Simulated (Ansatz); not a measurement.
`N=C(F)S`, relaxed with RKS PBE0-D4/def2-TZVP in Ansatz 0.2.0 from a PBE-D4/def2-SVP geometry. The force threshold is 0.005 eV/Å; the program also tests the step.

Charge 0, multiplicity 1.

Start:

```xyz
6

N    -0.832    0.558    0.796
C    -0.294    0.369   -0.328
F    -0.723    1.071   -1.391
S     1.019   -0.702   -0.915
H    -0.433   -0.027    1.540
H     1.263   -1.270    0.298
```

**Question.** By how much does the energy fall, and how many steps does the optimiser take? (Estimate.)

**Answer.** Ansatz gave: 3.53 kJ/mol, in 6 steps, 1 of them rejected.

**Question.** Which bonds change most? (An estimate is asked.)

**Answer.** Computed: C2–S4 from 1.793 to 1.764 Å; S4–H6 from 1.361 to 1.341 Å; N1–C2 from 1.260 to 1.243 Å; N1–H5 from 1.027 to 1.013 Å.

**Question.** Give the relaxed structure. (An estimate is asked.)

**Answer.** The calculation gave: 
```xyz
6

N    -0.818    0.548    0.784
C    -0.288    0.362   -0.325
F    -0.718    1.061   -1.374
S     1.005   -0.692   -0.899
H    -0.425   -0.027    1.519
H     1.244   -1.252    0.296
```
